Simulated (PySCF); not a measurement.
One molecule, one basis, several functionals.

Compound: CH8BN.
InChI=1S/CH8BN/c1-3-2/h3H2,1-2H3

PySCF, def2-SVPD basis, density fitting, gas phase, PBE0-D3(BJ)/def2-SVP geometry; singlet excitations by full TDDFT with frozen cores, triplets by Tamm–Dancoff TDDFT and ionisation energies by ΔSCF, from the lowest of the holes tried. One functional is left out:

```
functional  exact exchange (%)  HOMO energy (eV)  LUMO energy (eV)  lowest singlet excitation (eV)  lowest triplet excitation (eV)  dipole moment (D)  mean polarisability (au)  vertical ionisation energy (eV)
       LDA                   0             -6.39             -0.88                            5.53                            5.45              5.290                      46.3                            10.17
       PBE                   0             -6.35             -0.80                            5.57                            5.48              5.292                      45.2                            10.14
     B3LYP                  20             -7.53             -0.37                            6.25                            6.15              5.343                      43.8                            10.38
 BHandHLYP                  50             -9.04              0.47                            7.18                            7.03              5.390                      42.1                            10.36
```

Q: Predict the row of PBE0 (25 % exact exchange) by straight lines through the other rows, and check it.

A: 
| property | line | computed | computed − line | B3LYP (20 %), for comparison |
| --- | --- | --- | --- | --- |
| HOMO energy (eV) | -7.73 | -7.70 | +0.03 | -7.53 |
| LUMO energy (eV) | -0.20 | -0.04 | +0.16 | -0.37 |
| lowest singlet excitation (eV) | 6.38 | 6.52 | +0.14 | 6.25 |
| lowest triplet excitation (eV) | 6.26 | 6.39 | +0.13 | 6.15 |
| dipole moment (D) | 5.344 | 5.347 | +0.003 | 5.343 |
| mean polarisability (au) | 43.8 | 43.4 | -0.4 | 43.8 |
| vertical ionisation energy (eV) | 10.29 | 10.29 | 0.00 | 10.38 |
